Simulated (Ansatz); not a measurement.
Crystal: BrO2, fluorite type, 3 atoms in the cell.

All numbers below come from r²SCAN, plane waves, PAW datasets (generated hard set) in Ansatz.

Cutoff 700 eV; k-mesh 11×11×11 Γ-centred; Fermi–Dirac smearing of 0.1 eV; no spin polarisation.

| V (Å³/atom) | a (Å) | E − E(min) (meV/atom) | P (GPa) |
| --- | --- | --- | --- |
| 11.350 | 5.1451 | 12.82 | 7.41 |
| 11.720 | 5.2004 | 1.36 | 2.65 |
| 12.090 | 5.2546 | 0.00 | -1.36 |
| 12.461 | 5.3077 | 7.13 | -4.72 |
| 12.831 | 5.3597 | 21.38 | -7.53 |

Fit a third-order Birch–Murnaghan equation of state to the energies.

V₀ = 11.958 Å³/atom (a₀ = 5.235 Å), B₀ = 126 GPa, B₀′ = 4.66.

The stress includes the program's correction for the finite plane-wave basis.

This cubic structure is a model: it isn't the usual form of the substance at ambient conditions, and such phases are metastable or hypothetical. Potentials made with PBE were used with another functional.
